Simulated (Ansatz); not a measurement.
# BH4+ (triplet): trial inputs and their diagnosis at distance B1–H5 = 1.024 Å

3 inputs are run for BH4+ (triplet) as typed; the log has to tell whether the result can be used and what must change.

Program: Ansatz 0.2.0, Gaussian basis. Level of theory: the settings change from run to run. These are calculated values, not measurements.

17 further runs of the same task are left out: 12 that didn't finish, 5 set aside as unsound or not needed.

## (1) The system

The geometry derives from a PBE0/def2-TZVP stationary point (not a proven minimum). One bond is set to the value named and the two fragments are kept rigid.

5 atoms, charge 1, spin multiplicity 3.

Atoms are counted from 1 here; the program's logs count them from 0.

Bond lengths: B1–H2 1.256 Å, B1–H3 1.256 Å, B1–H4 1.256 Å, B1–H5 1.024 Å. Angles: H2–B1–H3 65.3°, H2–B1–H4 135.2°, H2–B1–H5 135.2°, H3–B1–H4 135.2°, H3–B1–H5 135.2°, H4–B1–H5 65.3°.

## (2) Attempt 1

Contents of in.yaml:

```yaml
crystal:
  periodic: [false, false, false]
  atoms:
    - {symbol: B, position_ang: [0.006087, -0.006107, -0.013188]}
    - {symbol: H, position_ang: [0.478562, 0.480188, 1.044116]}
    - {symbol: H, position_ang: [-0.479703, -0.476991, 1.045057]}
    - {symbol: H, position_ang: [-0.465826, 0.465295, -1.077465]}
    - {symbol: H, position_ang: [0.401679, -0.402990, -0.870257]}
basis:
  gaussian: {orbitals: def2-mTZVP, fitting: {mean_field: def2-universal-jkfit}}
total_charge: 1
magnetization: {spin_polarized: false, initial_magnetization: 2}
correlation: {method: ccsdtqp, electrons: valence}
accuracy: high
```

Started as:

```sh
> ansatz run in.yaml --threads 1 --pin off --events-out ev --progress --plain --max-ram 2393MiB
```

The log of the run:

```text
Error: YAML parse error: error: line 13 column 23: unknown variant `ccsdtqp`, expected one of mp2, rpa, ccsd, ccsd_t, bccd, bccd_t, ccsdt, ccsdt_q, ccsdt_q_b, ccsdtq, fci, sc_nevpt2, fic_nevpt4_sd, fic_mrcisd_q, fic_mrcisd_q_relaxed
  --> <input>:13:23
   |
11 | total_charge: 1
12 | magnetization: {spin_polarized: false, initial_magnetization: 2}
13 | correlation: {method: ccsdtqp, electrons: valence}
   |                       ^ unknown variant `ccsdtqp`, expected one of mp2, rpa, ccsd, ccsd_t, bccd, bccd_t, ccsdt, ccsdt_q, ccsdt_q_b, ccsdtq, fci, sc_nevpt2, fic_nevpt4_sd, fic_mrcisd_q, fic_mrcisd_q_relaxed
14 | accuracy: high
   |
```

It took 0.03 s on 1 thread of Arm Neoverse V1, shared host.

What is wrong: The run was refused. The method's name isn't one that the program knows. To mend it, name one from the list in the message.

## (3) Attempt 2

Contents of in.yaml:

```yaml
crystal:
  periodic: [false, false, false]
  atoms:
    - {symbol: B, position_ang: [0.006087, -0.006107, -0.013188]}
    - {symbol: H, position_ang: [0.478562, 0.480188, 1.044116]}
    - {symbol: H, position_ang: [-0.479703, -0.476991, 1.045057]}
    - {symbol: H, position_ang: [-0.465826, 0.465295, -1.077465]}
    - {symbol: H, position_ang: [0.401679, -0.402990, -0.870257]}
basis:
  gaussian: {orbitals: cc-pVDZ, fitting: {mean_field: def2-universal-jkfit}}
total_charge: 1
magnetization: {spin_polarized: false, initial_magnetization: 2}
correlation: {active_space: {window: {electrons: 4, orbitals: 4}, states: [{multiplicity: 3, irrep: 12, weights: [1]}]}}
scf: {lower_state_search: full}
```

The command is unchanged.

The log of the run:

```text
Functional definition: HF
  name "HF"
  cite "Fock, Z. Phys. 61, 126 (1930) doi:10.1007/BF01340294"
  parent pbe
  exchange = exact_x
  correlation = 0
the irreps are read with x along [0.000, 0.000, 1.000], y along [-0.707, 0.708, 0.000] and z along [-0.708, -0.707, 0.001] of the geometry given
147 factors; integrals over basis functions are off by at most 2.9e-1 eV
mean field evaluation 1: about -719.4499 eV, gradient 1.2e1 eV
mean field evaluation 2: about -720.0253 eV, gradient 2.3e0 eV
mean field evaluation 4: about -720.0587 eV, gradient 1.5e-1 eV
mean field evaluation 8: about -661.5384 eV, gradient 3.2e1 eV
mean field evaluation 16: about -720.0592 eV, gradient 1.2e-3 eV
mean field evaluation 32: about -661.5384 eV, gradient 3.2e1 eV
mean field -720.05915832 eV, -26.4616859948 hartree, gradient 3.0e-6 eV, S^2 2.000000; 4 other end points of the search recorded, 0 dependent functions left out
reference -720.05915832 eV, -26.4616859948 hartree; 5, 3 occupied and 29, 31 virtual orbitals, 147 factors
Error: the irrep 12 is not accepted for these orbitals, which take A', A'', or 1 to 2
```

Run time: 0.12 s. Hardware: 1 thread of Arm Neoverse V1, shared host.

**Diagnosis.** The run stopped with an error. The symmetry label isn't in the molecule's group. Fix: name an irrep that the log lists.

## (4) Attempt 3

Contents of in.yaml:

```yaml
crystal:
  periodic: [false, false, false]
  atoms:
    - {symbol: B, position_ang: [0.006087, -0.006107, -0.013188]}
    - {symbol: H, position_ang: [0.478562, 0.480188, 1.044116]}
    - {symbol: H, position_ang: [-0.479703, -0.476991, 1.045057]}
    - {symbol: H, position_ang: [-0.465826, 0.465295, -1.077465]}
    - {symbol: H, position_ang: [0.401679, -0.402990, -0.870257]}
basis:
  gaussian: {orbitals: aug-cc-pVDZ}
total_charge: 1
magnetization: {spin_polarized: true, initial_magnetization: 6}
hamiltonian: {xc: {name: B3LYP}}
correlation: {method: bccd_t, electrons: outside_noble_gas, diis_vectors: 12}
scf: {lower_state_search: light}
```

The command is unchanged.

The log of the run, shortened:

```text
Functional definition: B3LYP
  name "B3LYP"
  cite "Stephens, Devlin, Chabalowski & Frisch, J. Phys. Chem. 98, 11623 (1994) doi:10.1021/j100096a001"
  cite "Becke, Phys. Rev. A 38, 3098 (1988) doi:10.1103/PhysRevA.38.3098"
  cite "Lee, Yang & Parr, Phys. Rev. B 37, 785 (1988) doi:10.1103/PhysRevB.37.785"
  cite "Vosko, Wilk & Nusair, Can. J. Phys. 58, 1200 (1980) doi:10.1139/p80-159"
[...]
564 factors; integrals over basis functions are off by at most 1.1e-3 eV
[...]
mean field -699.06264349 eV, -25.6900783067 hartree, gradient 4.5e-6 eV, S^2 12.000002; 4 other end points of the search recorded, 0 dependent functions left out
1 core orbitals not correlated: weight in the atoms' cores, before any rotation towards them, 1.000 or more for the frozen orbitals, at most 0.000 for the correlated occupied ones
reference -695.90872004 eV, -25.5741737576 hartree; 6, 0 occupied and 52, 58 virtual orbitals, 564 factors
second order -0.75507166 eV of doubles, -0.09104318 eV of singles
cycle   1  -1.01966241 eV  change   -1.7e-1 eV  update   2.8e-2
[...]
cycle  10  -1.07245743 eV  change   -1.9e-6 eV  update   5.6e-6
perturbative correction -0.01015593 eV, -0.0003732234 hartree
Total energy: -696.99133340 eV, -25.6139590646 hartree
```

Wall time 2.7 s (1 thread of Arm Neoverse V1, shared host).

Diagnosis: The run converged, which proves nothing about the input. Far too many unpaired electrons are asked for. Its energy belongs to the state of multiplicity 7, not to the triplet that was meant. To mend it, set initial_magnetization to that of the wanted state.

## (5) How the runs ended

| attempt | level | ended | cause | time |
| --- | --- | --- | --- | --- |
| 1 | 'ccsdtqp'/def2-mTZVP | refused | the method's name isn't one that the program knows | 0.03 s |
| 2 | CASSCF(4,4)/cc-pVDZ | stopped by an error | the symmetry label isn't in the molecule's group | 0.12 s |
| 3 | BCCD(T)/aug-cc-pVDZ | converged | far too many unpaired electrons are asked for | 2.7 s |

1 refused, 1 stopped by an error, 1 converged. The input that converges on a wrong geometry or spin is the dangerous one: no error points at it, so geometry and ⟨S²⟩ have to be checked.
